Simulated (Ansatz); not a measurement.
System: NH, charge 0, triplet. NH (SMILES [NH], triplet).
B3LYP-D3(BJ)/def2-TZVP minimum from Ansatz (a first-principles code):
```xyz
2

N      0.0000     0.0000    -0.1302
H      0.0000     0.0000     0.9116
```
Charge 0, spin multiplicity 3.

Property: atomisation energy (electronic, to ground-state atoms), in kcal/mol. Open shells are spin-unrestricted; no spin-orbit coupling. CBS(X,Y): correlation extrapolated as X^-3, Hartree-Fock from the larger set (Q,5: extrapolated as (X+1)exp(-9√X)). A bracket is a step between two methods taken in the basis named. Functionals run without relativity, which enters their misses. Double hybrids freeze cores in their MP2 part. '+ core + X2C': CCSD(T) terms for core correlation (cc-pwCVTZ) and scalar relativity (cc-pVTZ-DK). Full CI freezes restricted core orbitals, also for open shells; the composite that ends in it estimates full CI at the basis-set limit. For partners of very few electrons the exact lower level stands in for a higher one.

CCSD(T)/CBS(cc-pVQZ,cc-pV5Z) + [CCSDT(Q) - CCSD(T)]/cc-pV5Z + [FCI - CCSDT(Q)]/cc-pVTZ + core + X2C (Ansatz) gives 83.1 kcal/mol.

Problem. How far off this value is PBE/def2-TZVPD (Ansatz), in which direction, and which of these levels come nearer: B3LYP/def2-TZVPD, PBE0/def2-TZVPD, wB97M-V/def2-TZVPD, B2PLYP/def2-TZVPD, CCSD(T)/CBS(cc-pVQZ,cc-pV5Z) + core + X2C?

Solution. PBE gives 88.2 kcal/mol, 5.1 kcal/mol above it. Errors of the others: B3LYP/def2-TZVPD (Ansatz) 4.5; PBE0/def2-TZVPD (Ansatz) 1.7; wB97M-V/def2-TZVPD (Ansatz) 1.6; B2PLYP/def2-TZVPD (Ansatz) 0.6; CCSD(T)/CBS(cc-pVQZ,cc-pV5Z) + core + X2C (Ansatz) -0.2 kcal/mol. Nearer than PBE: B3LYP/def2-TZVPD, PBE0/def2-TZVPD, wB97M-V/def2-TZVPD, B2PLYP/def2-TZVPD, CCSD(T)/CBS(cc-pVQZ,cc-pV5Z) + core + X2C.
